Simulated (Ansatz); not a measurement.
# Exact exchange and the vertical energy of the triplet above the singlet of H2S (hydrogen sulfide)

The species is H2S (3 atoms), meant as a singlet with charge 0. As SMILES, `S`. The shape is that of a PBE0-D4/def2-TZVP optimisation.

The vertical energy of the triplet above the singlet y, in eV, basis aug-cc-pVTZ; a is the functional's share of exact exchange. Programs: Ansatz 0.2.0.

```
functional  program     a  y (eV)
    revPBE   Ansatz     0    5.46
       PBE   Ansatz     0    5.50
     B3LYP   Ansatz   0.2       ?
   r2SCAN0   Ansatz  0.25    5.52
      PBE0   Ansatz  0.25    5.56
     BHLYP   Ansatz   0.5    5.60
```

Problem. Fit y = c + s·a to the known rows and predict B3LYP.

Solution. 
1. Means of the 5 rows: a = 0.2000, y = 5.528.
2. Σ(Δa)² = 0.175, Σ(Δa·Δy) = 0.042, so the slope is 0.042/0.175 = 0.24.
3. Intercept: 5.528 − (0.24) × 0.2000 = 5.480. The largest residual of the fit is 0.020.
4. B3LYP: 5.480 + (0.24) × 0.2 = 5.53 eV.

The run gave 5.57 eV, so the prediction is off by -0.04 eV, more than the scatter of the fit.
